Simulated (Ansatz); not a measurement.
We consider hcp Mg, described by PBEsol-D3(BJ) (Ansatz, an electronic-structure program, plane waves, PAW).

Settings: plane-wave cutoff 520 eV, 18×18×12 k mesh (along the axes of the cell as run), Fermi–Dirac smearing 0.05 eV, scalar-relativistic PAW data made under PBE.

Cell (relaxed at this level):

Mg is taken in the hexagonal space group P6₃/mmc (No. 194), the hcp (Mg type) structure, Pearson symbol hP2. Conventional cell: a = b = 3.1212 Å, c = 5.0603 Å, α = β = 90.00°, γ = 120.00°. Mg on 2c is surrounded by 12 Mg at 3.106–3.121 Å (anticuboctahedral). (Neighbours: up to the widest gap in distance over summed covalent radii, below 1.35, at either atom.)

Problem. Give the computed bulk modulus B0 and pressure derivative B′ of the bulk modulus.

Solution. 
- bulk modulus B0: 41.5 GPa
- pressure derivative B′ of the bulk modulus: 4.0

The run finds no gap.

Measured, for comparison: bulk modulus 38.6 GPa (copied from a table, unchecked, extrapolated to 0 K and zero-point effects removed; as tabulated in Lejaeghere et al. (2013), arXiv:1204.2733). Computed (rounded) less measured: bulk modulus not scored (unchecked).

Note: the bulk modulus comes from volumes at which shape and atoms were relaxed.

Computed values are for the static lattice.

The result took very roughly 2.3 core-minutes.
